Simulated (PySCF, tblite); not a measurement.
# CHN₂O+: diradical character

What do calculations give for the diradical character of CHN₂O+ (`[C-]#[N+][N+]O`)?

Programs: tblite 0.8.0 and PySCF 2.14.0, with routines of our own; each step states its level. All values are computed. Atoms count from 0.

## (1) The starting structure

5 atoms, charge 1, high-spin multiplicity 3; geometry from: distance geometry.

## (2) Relaxing the molecule with GFN2-xTB, multiplicity 3

The job: settings as JSON, then the geometry in Å.

```
{"job": {"kind": "relax", "method": "GFN2-xTB"}, "charge": 1, "multiplicity": 3}
N     -0.235200    -0.909500    -0.009600
O     -1.318200    -0.123700    -0.307900
N      0.897700    -0.154500     0.058400
C      1.874800     0.502100     0.097800
H     -1.219200     0.685600     0.290100
```

Started as:

```
OMP_NUM_THREADS=1 python exch_run.py task.json out
```

One launch serves the whole session: the jobs run in the order shown.

Standard output:

```text
step      E/eV     max force
  0    -319.61658    5.375
  1    -320.26833    2.627
  2    -320.40569    3.542
  3    -320.49131    2.473
  4    -320.56049    0.901
  5    -320.64254    0.758
  6    -320.69083    0.758
  7    -320.71302    0.669
  8    -320.73725    0.478
  9    -320.75466    0.476
 10    -320.76938    0.379
 11    -320.77942    0.395
 12    -320.78910    0.327
 13    -320.79378    0.215
 14    -320.79523    0.141
 15    -320.79675    0.125
 16    -320.79791    0.129
 17    -320.79892    0.145
 18    -320.79959    0.112
 19    -320.79978    0.040
 20    -320.79981    0.009
```

It took 0.1 s on 1 thread of Arm Neoverse V2, shared host.

Along the way:

```csv
step,energy from step 0 (eV),largest force (eV/Å)
0,0.0000,5.3754
1,-0.6517,2.6265
2,-0.7891,3.5421
3,-0.8747,2.4728
4,-0.9439,0.9009
5,-1.0260,0.7579
6,-1.0743,0.7579
7,-1.0964,0.6692
8,-1.1207,0.4776
9,-1.1381,0.4759
10,-1.1528,0.3787
11,-1.1628,0.3952
12,-1.1725,0.3268
13,-1.1772,0.2149
14,-1.1787,0.1414
15,-1.1802,0.1255
16,-1.1813,0.1289
17,-1.1823,0.1452
18,-1.1830,0.1116
19,-1.1832,0.0400
20,-1.1832,0.0089
```

Close pairs (by a distance rule), those that changed most:

```
 bond  before (Å)  after (Å)  change (Å)
N0–N2       1.363      1.217      -0.146
N0–O1       1.371      1.247      -0.124
O1–H4       1.011      0.994      -0.017
N2–C3       1.178      1.184      +0.006
```

The end geometry stands in the next job.

## (3) Optimising the geometry at PBE0-D3(BJ)/def2-SVP, multiplicity 3

The job: settings as JSON, then the geometry in Å.

```
{"job": {"kind": "geom", "xc": "PBE0", "basis": "def2-SVP", "d3": "d3bj", "grid": 1, "mult": 3}, "charge": 1, "multiplicity": 3}
N     -0.130151    -0.606457    -0.157512
O     -1.313932    -0.240894    -0.012835
N      1.001184    -0.185662    -0.000917
C      2.054492     0.335596     0.141318
H     -1.594449     0.703121     0.124376
```

Standard output:

```text
step   0  E = -222.41518657  max force = 0.068163
step   1  E = -222.42120383  max force = 0.014771
step   2  E = -222.42334388  max force = 0.010298
step   3  E = -222.42815091  max force = 0.047432
step   4  E = -222.42955498  max force = 0.050294
step   5  E = -222.43173440  max force = 0.032575
step   6  E = -222.43347622  max force = 0.020903
step   7  E = -222.43409054  max force = 0.006694
step   8  E = -222.43434767  max force = 0.005935
step   9  E = -222.43452736  max force = 0.009726
step  10  E = -222.43480147  max force = 0.008252
step  11  E = -222.43492573  max force = 0.002709
step  12  E = -222.43484778  max force = 0.002853
step  13  E = -222.43495673  max force = 0.001258
step  14  E = -222.43492711  max force = 0.000611
step  15  E = -222.43495946  max force = 0.000603
step  16  E = -222.43496661  max force = 0.000458
step  17  E = -222.43496861  max force = 0.000309
optimisation converged
```

Wall time 25 s (1 thread of Arm Neoverse V2, shared host).

Relaxation path: (the energy doesn't fall at every step)

```csv
step,energy from step 0 (eV),largest force component (eV/Å)
0,0.0000,3.5051
1,-0.1637,0.7596
2,-0.2220,0.5295
3,-0.3528,2.4391
4,-0.3910,2.5862
5,-0.4503,1.6751
6,-0.4977,1.0749
7,-0.5144,0.3442
8,-0.5214,0.3052
9,-0.5263,0.5001
10,-0.5337,0.4243
11,-0.5371,0.1393
12,-0.5350,0.1467
13,-0.5380,0.0647
14,-0.5372,0.0314
15,-0.5380,0.0310
16,-0.5382,0.0236
17,-0.5383,0.0159
```

Close pairs (by a distance rule), those that changed most:

```
 bond  before (Å)  after (Å)  change (Å)
N2–C3       1.184      1.227      +0.043
N0–O1       1.247      1.277      +0.029
N0–N2       1.217      1.226      +0.009
O1–H4       0.994      0.989      -0.006
```

The end geometry stands in the next job.

| at the end point | value |
| --- | --- |
| point group (found at 0.08 Å tolerance) | C1 |
| ⟨S²⟩ | 2.038 |

## (4) Geometry optimisation at PBE0-D3(BJ)/def2-SVP, multiplicity 1 (broken symmetry allowed)

The job: settings as JSON, then the geometry in Å.

```
{"job": {"kind": "geom", "xc": "PBE0", "basis": "def2-SVP", "d3": "d3bj", "grid": 1, "mult": 1, "from_first": true, "bs": true}, "charge": 1, "multiplicity": 1}
N     -0.171780    -0.363045    -0.037091
O     -1.110906     0.501264    -0.007868
N      1.039008    -0.184191     0.039371
C      2.249566     0.005059     0.100311
H     -1.988744     0.046618    -0.000293
```

Standard output:

```text
step   0  E = -222.46386681  max force = 0.065701
step   1  E = -222.48017722  max force = 0.042615
step   2  E = -222.48110650  max force = 0.011226
step   3  E = -222.48189326  max force = 0.011462
step   4  E = -222.48236358  max force = 0.008191
step   5  E = -222.48261263  max force = 0.004005
step   6  E = -222.48292523  max force = 0.003603
step   7  E = -222.48295008  max force = 0.001059
step   8  E = -222.48295299  max force = 0.000210
optimisation converged
```

Wall time 12 s (1 thread of Arm Neoverse V2, shared host).

Relaxation path:

```csv
step,energy from step 0 (eV),largest force component (eV/Å)
0,0.0000,3.3785
1,-0.4438,2.1914
2,-0.4691,0.5773
3,-0.4905,0.5894
4,-0.5033,0.4212
5,-0.5101,0.2059
6,-0.5186,0.1853
7,-0.5193,0.0545
8,-0.5194,0.0108
```

Distances of close pairs at the start and the end, largest changes first:

| bond | before (Å) | after (Å) | change (Å) |
| --- | --- | --- | --- |
| N0–N2 | 1.226 | 1.261 | +0.035 |
| N0–O1 | 1.277 | 1.249 | -0.028 |
| N2–C3 | 1.227 | 1.219 | -0.007 |
| O1–H4 | 0.989 | 0.991 | +0.002 |

Final coordinates:

| atom | x (Å) | y (Å) | z (Å) |
| --- | --- | --- | --- |
| N0 | -0.19814 | -0.46126 | -0.02077 |
| O1 | -1.03981 | 0.46086 | 0.01525 |
| N2 | 0.98881 | -0.04137 | 0.05065 |
| C3 | 2.20695 | -0.00466 | 0.09303 |
| H4 | -1.94066 | 0.05213 | -0.04373 |

```
                       at the end point  value
point group (found at 0.08 Å tolerance)     Cs
                                   ⟨S²⟩  0.000
```

## (5) Diradical character: CASSCF and SC-NEVPT2/def2-TZVP (2,2), geometry of multiplicity 3

The job: settings as JSON, then the geometry in Å.

```
{"job": {"kind": "cas", "basis": "def2-TZVP", "active": "magnetic"}, "charge": 1, "high_spin_multiplicity": 3}
N     -0.171780    -0.363045    -0.037091
O     -1.110906     0.501264    -0.007868
N      1.039008    -0.184191     0.039371
C      2.249566     0.005059     0.100311
H     -1.988744     0.046618    -0.000293
```

Level: CASSCF and SC-NEVPT2/def2-TZVP spin states, gas phase.

Standard output:

```text
start orbitals: natural orbitals of the high-spin HF determinant (converged)
active space: 2 electrons in 2 orbitals, 13 closed; orbitals optimised for multiplicities 3 1
macro   0  E = -221.7445011318  dE =  0.000e+00  |g| = 2.454e-01
macro   1  E = -221.7503891771  dE = -5.888e-03  |g| = 6.834e-02
macro   2  E = -221.7517703888  dE = -1.381e-03  |g| = 4.791e-02
macro   3  E = -221.7520148752  dE = -2.445e-04  |g| = 2.689e-02
macro   4  E = -221.7520976372  dE = -8.276e-05  |g| = 8.182e-03
macro   5  E = -221.7521141280  dE = -1.649e-05  |g| = 4.945e-03
macro   6  E = -221.7521188712  dE = -4.743e-06  |g| = 2.992e-03
macro   7  E = -221.7521203109  dE = -1.440e-06  |g| = 1.093e-03
macro   8  E = -221.7521205441  dE = -2.332e-07  |g| = 4.768e-04
macro   9  E = -221.7521205780  dE = -3.389e-08  |g| = 1.937e-04
CASSCF converged, mean energy = -221.7521205780
2S+1 = 3  root 0  E(CAS) = -221.73519487  E(NEVPT2) = -222.44761372  occupations 1.000 1.000
2S+1 = 1  root 0  E(CAS) = -221.76904629  E(NEVPT2) = -222.48994668  occupations 1.955 0.045
2S+1 = 1  root 1  E(CAS) = -221.66131084  E(NEVPT2) = -222.40195317  occupations 1.009 0.991
2S+1 = 1  root 2  E(CAS) = -221.52093674  E(NEVPT2) = -222.28681829  occupations 1.955 0.045
D(spin-spin) = 0.8960 cm-1, E/D = 0.132
D(spin-orbit) = -0.1430 cm-1, D(total) = 0.7557 cm-1, E/D = 0.156
```

It took 3.7 s on 1 thread of Arm Neoverse V2, shared host; peak memory 0.32 GiB.

From this job:

| quantity | value |
| --- | --- |
| low less high spin (NEVPT2) | -26.6 kcal/mol |
| diradical index y0 | 0.05 |
| zero-field D | 0.756 cm⁻¹ |

Mulliken spin populations of the high-spin state:

```csv
atom,value (e)
N0,1.37
O1,0.23
N2,0.18
C3,0.21
H4,0.01
```

## (6) Diradical character: CASSCF and SC-NEVPT2/def2-TZVP (6,6), geometry of multiplicity 3

The job: settings as JSON, then the geometry in Å.

```
{"job": {"kind": "cas", "basis": "def2-TZVP", "active": "natural", "max": 8}, "charge": 1, "high_spin_multiplicity": 3}
N     -0.171780    -0.363045    -0.037091
O     -1.110906     0.501264    -0.007868
N      1.039008    -0.184191     0.039371
C      2.249566     0.005059     0.100311
H     -1.988744     0.046618    -0.000293
```

Method: CASSCF and SC-NEVPT2/def2-TZVP spin states, gas phase.

Standard output:

```text
start orbitals: natural orbitals of the high-spin HF determinant (converged)
active space: 6 electrons in 6 orbitals, 11 closed; orbitals optimised for multiplicities 3 1
macro   0  E = -221.8028054266  dE =  0.000e+00  |g| = 1.987e-01
macro   1  E = -221.8123073037  dE = -9.502e-03  |g| = 6.709e-02
macro   2  E = -221.8174085484  dE = -5.101e-03  |g| = 1.056e-01
macro   3  E = -221.8194750587  dE = -2.067e-03  |g| = 6.349e-02
macro   4  E = -221.8206751556  dE = -1.200e-03  |g| = 3.326e-02
macro   5  E = -221.8209323749  dE = -2.572e-04  |g| = 1.424e-02
macro   6  E = -221.8210805755  dE = -1.482e-04  |g| = 1.165e-02
macro   7  E = -221.8211318937  dE = -5.132e-05  |g| = 9.103e-03
macro   8  E = -221.8211587866  dE = -2.689e-05  |g| = 4.130e-03
macro   9  E = -221.8211690874  dE = -1.030e-05  |g| = 3.208e-03
macro  10  E = -221.8211747056  dE = -5.618e-06  |g| = 2.278e-03
macro  11  E = -221.8211772848  dE = -2.579e-06  |g| = 1.176e-03
macro  12  E = -221.8211783026  dE = -1.018e-06  |g| = 6.326e-04
macro  13  E = -221.8211785554  dE = -2.527e-07  |g| = 3.624e-04
macro  14  E = -221.8211785965  dE = -4.112e-08  |g| = 1.336e-04
CASSCF converged, mean energy = -221.8211785965
2S+1 = 3  root 0  E(CAS) = -221.80582660  E(NEVPT2) = -222.44233761  occupations 1.954 1.950 1.005 0.995 0.055 0.041
2S+1 = 3  root 1  E(CAS) = -221.61920663  E(NEVPT2) = -222.28918059  occupations 1.986 1.939 1.006 0.977 0.064 0.027
2S+1 = 1  root 0  E(CAS) = -221.83653060  E(NEVPT2) = -222.48364099  occupations 1.972 1.943 1.931 0.067 0.061 0.025
2S+1 = 1  root 1  E(CAS) = -221.75204537  E(NEVPT2) = -222.40897241  occupations 1.950 1.939 1.015 1.001 0.057 0.038
2S+1 = 1  root 2  E(CAS) = -221.65149440  E(NEVPT2) = -222.31194360  occupations 1.965 1.905 1.857 0.172 0.081 0.019
D(spin-spin) = 0.7605 cm-1, E/D = 0.144
D(spin-orbit) = -0.1353 cm-1, D(total) = 0.6268 cm-1, E/D = 0.174
```

It took 3.1 s on 1 thread of Arm Neoverse V2, shared host; peak memory 0.32 GiB.

From this job:

```
                   quantity           value
low less high spin (NEVPT2)  -25.9 kcal/mol
         diradical index y0            0.07
               zero-field D      0.627 cm⁻¹
```

## (7) Diradical character: CASSCF and SC-NEVPT2/def2-TZVP (6,6), geometry of multiplicity 3

The job: settings as JSON, then the geometry in Å.

```
{"job": {"kind": "cas", "basis": "def2-TZVP", "active": "natural", "max": 6, "thr": 0.006, "orbitals": "low"}, "charge": 1, "high_spin_multiplicity": 3}
N     -0.171780    -0.363045    -0.037091
O     -1.110906     0.501264    -0.007868
N      1.039008    -0.184191     0.039371
C      2.249566     0.005059     0.100311
H     -1.988744     0.046618    -0.000293
```

With the program's defaults for keys left out, this is: CASSCF and SC-NEVPT2/def2-TZVP spin states, gas phase.

Standard output:

```text
start orbitals: natural orbitals of the high-spin HF determinant (converged)
active space: 6 electrons in 6 orbitals, 11 closed; orbitals optimised for multiplicities 1
macro   0  E = -221.8108952973  dE =  0.000e+00  |g| = 3.557e-01
macro   1  E = -221.8294602877  dE = -1.856e-02  |g| = 9.887e-02
macro   2  E = -221.8368718010  dE = -7.412e-03  |g| = 1.119e-01
macro   3  E = -221.8396382429  dE = -2.766e-03  |g| = 1.014e-01
macro   4  E = -221.8412630656  dE = -1.625e-03  |g| = 4.979e-02
macro   5  E = -221.8419754111  dE = -7.123e-04  |g| = 4.059e-02
macro   6  E = -221.8422406913  dE = -2.653e-04  |g| = 1.400e-02
macro   7  E = -221.8424522591  dE = -2.116e-04  |g| = 1.785e-02
macro   8  E = -221.8425720141  dE = -1.198e-04  |g| = 1.884e-02
macro   9  E = -221.8426733443  dE = -1.013e-04  |g| = 1.218e-02
macro  10  E = -221.8427191647  dE = -4.582e-05  |g| = 8.022e-03
macro  11  E = -221.8427429942  dE = -2.383e-05  |g| = 5.812e-03
...
macro  41  E = -221.8500813292  dE = -3.721e-06  |g| = 2.616e-03
macro  42  E = -221.8500830830  dE = -1.754e-06  |g| = 1.632e-03
macro  43  E = -221.8500838622  dE = -7.792e-07  |g| = 1.413e-03
macro  44  E = -221.8500845414  dE = -6.792e-07  |g| = 1.425e-03
macro  45  E = -221.8500848672  dE = -3.257e-07  |g| = 6.756e-04
macro  46  E = -221.8500851446  dE = -2.774e-07  |g| = 6.817e-04
macro  47  E = -221.8500853464  dE = -2.018e-07  |g| = 7.771e-04
macro  48  E = -221.8500855723  dE = -2.259e-07  |g| = 6.047e-04
macro  49  E = -221.8500856893  dE = -1.169e-07  |g| = 3.278e-04
macro  50  E = -221.8500857583  dE = -6.900e-08  |g| = 2.636e-04
CASSCF converged, mean energy = -221.8500857583
2S+1 = 3  root 0  E(CAS) = -221.59588541  E(NEVPT2) = -222.29057806  occupations 1.967 1.949 1.004 0.990 0.051 0.040
2S+1 = 3  root 1  E(CAS) = -221.52062535  E(NEVPT2) = -222.35210102  occupations 1.990 1.954 1.001 0.992 0.049 0.014
2S+1 = 1  root 0  E(CAS) = -221.85008576  E(NEVPT2) = -222.48495229  occupations 1.969 1.949 1.939 0.063 0.051 0.029
2S+1 = 1  root 1  E(CAS) = -221.51612727  E(NEVPT2) = -222.35082580  occupations 1.993 1.951 1.001 0.989 0.054 0.012
2S+1 = 1  root 2  E(CAS) = -221.45201181  E(NEVPT2) = -222.25916008  occupations 1.902 1.901 1.153 0.898 0.098 0.048
D(spin-spin) = -0.4358 cm-1, E/D = 0.102
D(spin-orbit) = 0.0008 cm-1, D(total) = -0.4354 cm-1, E/D = 0.103
```

It took 5.2 s on 1 thread of Arm Neoverse V2, shared host; peak memory 0.32 GiB.

J and the spin gap of this run are not to be taken as properties: the orbitals were optimised for multiplicity 1 alone, so the other state lies too high.

## (8) Diradical character: HF/def2-TZVP, geometry of multiplicity 3

The job: settings as JSON, then the geometry in Å.

```
{"job": {"kind": "bs", "xc": "HF", "basis": "def2-TZVP", "rks": true, "grid": 1}, "charge": 1, "high_spin_multiplicity": 3}
N     -0.171780    -0.363045    -0.037091
O     -1.110906     0.501264    -0.007868
N      1.039008    -0.184191     0.039371
C      2.249566     0.005059     0.100311
H     -1.988744     0.046618    -0.000293
```

With the program's defaults for keys left out, this is: HF/def2-TZVP high-spin, broken-symmetry and restricted single points, gas phase.

Standard output:

```text
high-spin state, multiplicity 3
final grid: 49776 points
cycle   1  E = -221.5336756496  dE =  1.411e+00  |g| = 6.038e-01  |ddm| = 1.472e+00
cycle   2  E = -221.6736959596  dE = -1.400e-01  |g| = 4.047e-01  |ddm| = 6.264e-01
cycle   3  E = -221.7431687141  dE = -6.947e-02  |g| = 1.053e-01  |ddm| = 2.383e-01
cycle   4  E = -221.7539724562  dE = -1.080e-02  |g| = 4.977e-02  |ddm| = 1.119e-01
cycle   5  E = -221.7586860318  dE = -4.714e-03  |g| = 2.548e-02  |ddm| = 8.666e-02
cycle   6  E = -221.7599512312  dE = -1.265e-03  |g| = 1.286e-02  |ddm| = 4.671e-02
cycle   7  E = -221.7602686965  dE = -3.175e-04  |g| = 7.119e-03  |ddm| = 2.073e-02
cycle   8  E = -221.7604141837  dE = -1.455e-04  |g| = 3.177e-03  |ddm| = 1.764e-02
cycle   9  E = -221.7604473925  dE = -3.321e-05  |g| = 1.420e-03  |ddm| = 8.537e-03
cycle  10  E = -221.7604536828  dE = -6.290e-06  |g| = 7.622e-04  |ddm| = 3.676e-03
cycle  11  E = -221.7604549517  dE = -1.269e-06  |g| = 3.031e-04  |ddm| = 1.561e-03
cycle  12  E = -221.7604552366  dE = -2.850e-07  |g| = 1.520e-04  |ddm| = 8.467e-04
cycle  13  E = -221.7604553076  dE = -7.096e-08  |g| = 1.004e-04  |ddm| = 3.253e-04
cycle  14  E = -221.7604553550  dE = -4.744e-08  |g| = 7.019e-05  |ddm| = 3.068e-04
cycle  15  E = -221.7604553819  dE = -2.685e-08  |g| = 5.524e-05  |ddm| = 2.303e-04
cycle  16  E = -221.7604553990  dE = -1.708e-08  |g| = 4.545e-05  |ddm| = 1.872e-04
cycle  17  E = -221.7604554175  dE = -1.849e-08  |g| = 3.089e-05  |ddm| = 2.694e-04
cycle  18  E = -221.7604554282  dE = -1.075e-08  |g| = 1.773e-05  |ddm| = 2.734e-04
cycle  19  E = -221.7604554305  dE = -2.282e-09  |g| = 9.442e-06  |ddm| = 1.247e-04
converged SCF energy = -221.7604554305

broken-symmetry state, M_S = 0, start: spins of the second site flipped
final grid: 23072 points
cycle   1  E = -221.7231246784  dE = -1.908e-02  |g| = 6.268e-02  |ddm| = 1.263e-01
cycle   2  E = -221.7274236430  dE = -4.299e-03  |g| = 3.525e-02  |ddm| = 6.758e-02
cycle   3  E = -221.7298656241  dE = -2.442e-03  |g| = 2.473e-02  |ddm| = 5.608e-02
cycle   4  E = -221.7310719060  dE = -1.206e-03  |g| = 1.723e-02  |ddm| = 3.552e-02
cycle   5  E = -221.7326109341  dE = -1.539e-03  |g| = 1.490e-02  |ddm| = 5.299e-02
cycle   6  E = -221.7332770431  dE = -6.661e-04  |g| = 1.527e-02  |ddm| = 2.355e-02
cycle   7  E = -221.7328003107  dE =  4.767e-04  |g| = 1.485e-02  |ddm| = 1.715e-02
cycle   8  E = -221.7312803215  dE =  1.520e-03  |g| = 1.211e-02  |ddm| = 7.169e-02
cycle   9  E = -221.7307240988  dE =  5.562e-04  |g| = 9.065e-03  |ddm| = 6.104e-02
cycle  10  E = -221.7307471982  dE = -2.310e-05  |g| = 6.112e-03  |ddm| = 5.613e-02
cycle  11  E = -221.7309198930  dE = -1.727e-04  |g| = 4.356e-03  |ddm| = 3.159e-02
cycle  12  E = -221.7310462974  dE = -1.264e-04  |g| = 3.595e-03  |ddm| = 1.872e-02
cycle  13  E = -221.7311391777  dE = -9.288e-05  |g| = 2.887e-03  |ddm| = 1.643e-02
cycle  14  E = -221.7312280135  dE = -8.884e-05  |g| = 2.239e-03  |ddm| = 2.185e-02
cycle  15  E = -221.7312752986  dE = -4.729e-05  |g| = 1.664e-03  |ddm| = 1.566e-02
cycle  16  E = -221.7313052553  dE = -2.996e-05  |g| = 1.118e-03  |ddm| = 1.624e-02
cycle  17  E = -221.7313141732  dE = -8.918e-06  |g| = 7.952e-04  |ddm| = 6.945e-03
cycle  18  E = -221.7313172085  dE = -3.035e-06  |g| = 5.991e-04  |ddm| = 3.609e-03
cycle  19  E = -221.7313183482  dE = -1.140e-06  |g| = 5.545e-04  |ddm| = 2.023e-03
cycle  20  E = -221.7313182507  dE =  9.743e-08  |g| = 5.098e-04  |ddm| = 8.369e-04
cycle  21  E = -221.7313185820  dE = -3.312e-07  |g| = 5.286e-04  |ddm| = 5.060e-04
cycle  22  E = -221.7313176584  dE =  9.236e-07  |g| = 4.735e-04  |ddm| = 1.347e-03
cycle  23  E = -221.7313162421  dE =  1.416e-06  |g| = 3.752e-04  |ddm| = 2.204e-03
cycle  24  E = -221.7313152119  dE =  1.030e-06  |g| = 2.770e-04  |ddm| = 2.285e-03
cycle  25  E = -221.7313147823  dE =  4.296e-07  |g| = 2.007e-04  |ddm| = 1.374e-03
cycle  26  E = -221.7313146967  dE =  8.554e-08  |g| = 1.701e-04  |ddm| = 4.863e-04
cycle  27  E = -221.7313146718  dE =  2.488e-08  |g| = 1.562e-04  |ddm| = 3.128e-04
cycle  28  E = -221.7313147068  dE = -3.500e-08  |g| = 1.396e-04  |ddm| = 4.024e-04
cycle  29  E = -221.7313147698  dE = -6.295e-08  |g| = 1.229e-04  |ddm| = 4.768e-04
cycle  30  E = -221.7313148075  dE = -3.775e-08  |g| = 1.025e-04  |ddm| = 7.348e-04
cycle  31  E = -221.7313148504  dE = -4.290e-08  |g| = 7.347e-05  |ddm| = 6.632e-04
cycle  32  E = -221.7313148654  dE = -1.499e-08  |g| = 5.308e-05  |ddm| = 4.385e-04
cycle  33  E = -221.7313148748  dE = -9.335e-09  |g| = 4.032e-05  |ddm| = 2.792e-04
converged SCF energy = -221.7313148748

<S^2> high spin = 2.1229, broken symmetry = 1.1520
E(HS) - E(BS) = -6395.61 cm-1
J_noodleman = 6395.61 cm-1
J_unprojected = 3197.81 cm-1
J_yamaguchi = 6586.98 cm-1

restricted closed-shell singlet
final grid: 23072 points
cycle   1  E = -221.7643155118  dE = -1.749e-02  |g| = 6.779e-02  |ddm| = 2.734e-01
cycle   2  E = -221.7668701207  dE = -2.555e-03  |g| = 3.758e-02  |ddm| = 7.189e-02
cycle   3  E = -221.7675739315  dE = -7.038e-04  |g| = 2.077e-02  |ddm| = 3.947e-02
cycle   4  E = -221.7679603858  dE = -3.865e-04  |g| = 7.261e-03  |ddm| = 3.194e-02
cycle   5  E = -221.7680146591  dE = -5.427e-05  |g| = 3.539e-03  |ddm| = 1.281e-02
cycle   6  E = -221.7680219506  dE = -7.291e-06  |g| = 1.225e-03  |ddm| = 4.746e-03
cycle   7  E = -221.7680234410  dE = -1.490e-06  |g| = 5.446e-04  |ddm| = 2.379e-03
cycle   8  E = -221.7680237966  dE = -3.556e-07  |g| = 1.931e-04  |ddm| = 1.437e-03
cycle   9  E = -221.7680238555  dE = -5.891e-08  |g| = 8.412e-05  |ddm| = 5.234e-04
cycle  10  E = -221.7680238680  dE = -1.245e-08  |g| = 5.673e-05  |ddm| = 2.355e-04
cycle  11  E = -221.7680238731  dE = -5.092e-09  |g| = 3.891e-05  |ddm| = 1.281e-04
converged SCF energy = -221.7680238731
```

Run time: 3.1 s. Hardware: 1 thread of Arm Neoverse V2, shared host; peak memory 0.32 GiB.

J and the spin gap of this run are not to be taken as properties: a closed-shell solution lies below the broken-symmetry one.

From this job:

```csv
quantity,value
closed shell less high spin,-4.7 kcal/mol
```

(Part 1 of 3 ends here.)
